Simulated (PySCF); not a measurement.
Compound: C4H3FS.
Geometry (PBE0-D3(BJ)/def2-SVP, Å), atoms numbered from 1 in this order:
```xyz
9
C4H3FS angstrom
F      2.6445    0.0576   -0.3327
C      1.5316   -0.5081    0.1212
C      0.4046    0.1917    0.2883
C     -0.8247   -0.3986    0.7823
C     -1.9614    0.2533    0.9617
S     -3.3021    1.0145    1.1759
H      1.6474   -1.5756    0.3344
H      0.4146    1.2563    0.0399
H     -0.8409   -1.4674    1.0333
```

Computed with core-valence-separated Tamm–Dancoff BHandHLYP/aug-pcX-1 (pcseg-1 on H, def2-SVPD on S) in PySCF, non-relativistic, gas phase, PBE0-D3(BJ)/def2-SVP geometry. Absolute energies from this functional tend to lie a few eV below measured edges; no shift was applied.

The lowest roots of each edge with f over 0.003 (five at most, numbered afresh; weaker and dark ones are left out), with transition dipoles (au) in the frame of the coordinates:

```csv
root,edge,E (eV),f,μx,μy,μz
1,C,281.98,0.0791,0.0444,0.0911,-0.0343
2,C,283.36,0.0508,0.0234,0.0181,0.0802
3,C,283.88,0.0490,-0.0228,-0.0185,-0.0786
4,C,284.57,0.0667,-0.0268,-0.0208,-0.0917
5,C,284.61,0.0076,0.0303,0.0085,-0.0104
6,F,685.63,0.0099,-0.0066,-0.0051,-0.0228
7,F,686.21,0.0101,0.0217,0.0081,-0.0081
8,F,686.64,0.0108,0.0190,0.0142,-0.0089
9,F,687.52,0.0147,0.0237,0.0143,-0.0102
10,F,688.68,0.0045,0.0151,0.0038,-0.0049
```

Q: What is the unit vector of the normal of the molecular plane, and which share of each root's |μ|² lies along it?

A: (-0.27, -0.22, -0.94), up to sign.

```
root  core hole on  share along it  final orbital under reflection in the plane
   1            C5            0.00                                         even
   2            C3            1.00                                          odd
   3            C4            1.00                                          odd
   4            C2            1.00                                          odd
   5            C3            0.00                                         even
   6            F1            1.00                                          odd
   7            F1            0.00                                         even
   8            F1            0.00                                         even
   9            F1            0.00                                         even
  10            F1            0.00                                         even
```

The 1s orbitals of atoms in the plane are even under the reflection, so light polarised along the normal reaches odd orbitals alone (the out-of-plane π set) and light polarised in the plane even ones.

Q: For fixed molecules, how does the intensity of root 2 change when the electric field is turned 45° away from the normal of the molecular plane?

A: Intensity goes as (E·μ)², and μ lies along that direction, so it falls to cos²45° = 0.50 of its maximum; it vanishes at 90°.

Q: Molecules are fixed in this frame and the field points along (1, 1, 0)/√2. What effective strengths 3 f cos²θ do the roots have (θ between field and μ)?

A: root 1 (C5): 0.190, root 2 (C3): 0.018, root 3 (C4): 0.018, root 4 (C2): 0.024, root 5 (C3): 0.016, root 6 (F1): 0.003, root 7 (F1): 0.022, root 8 (F1): 0.028, root 9 (F1): 0.037, root 10 (F1): 0.009. Root 1 is the strongest. Averaged over all orientations cos²θ is 1/3, which gives f back.

One conformer stands for the species.
